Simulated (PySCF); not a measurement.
NMR data simulated for an unnamed compound:

¹H NMR (300 MHz, computed): δ 3.78 (t, 2H), 1.51 (m, 2H), 0.92 (t, 3H), -0.01 (br s, 1H).

¹³C{¹H} NMR (computed): δ 70.8 (CH2), 32.7 (CH2), 11.5 (CH3).

Computed data (PySCF): GIAO PBE0/pcSseg-1 shieldings, geometry: GFN2-xTB. Isolated molecule, averaged over atoms made equivalent by symmetry, fast rotation or ring inversion, non-relativistic Hamiltonian, a single conformation.

Referencing at the same level of theory: TMS for ¹H, ¹³C.

Question: Which of these does the molecule contain: a tert-butyl group, an OH group, a Si–CH3 group, a carboxylic acid, a CH3CH2 unit?

Answer: 
- A tert-butyl group: no.
- An OH group: yes (δH -0.01 (br s)).
- A Si–CH3 group: no.
- A carboxylic acid: no.
- A CH3CH2 unit: yes (δC 11.5, 32.7; δH 0.92 (t), 1.51 (m)).

The data belong to SMILES CCCO, C3H8O; they needn't prove each group on their own.

Carbon signals by region: 1 at 50–100 ppm, 2 below 50 ppm.

The OH or NH signal is concentration- and solvent-dependent in practice; the value given is the gas-phase one. Shifts are as computed. Against solution values, carbons near 30 ppm lie about +3 ppm off and those near 130 ppm about +5 ppm. Of 246 compounds with measured shifts, 49 miss one by over three times the rms of a fit or turn the order of signals round; such compounds aren't used in these exercises. Multiplicities follow the n + 1 count of equivalent neighbours, as no J values were calculated; m marks all less simple cases, F and P coupling included.
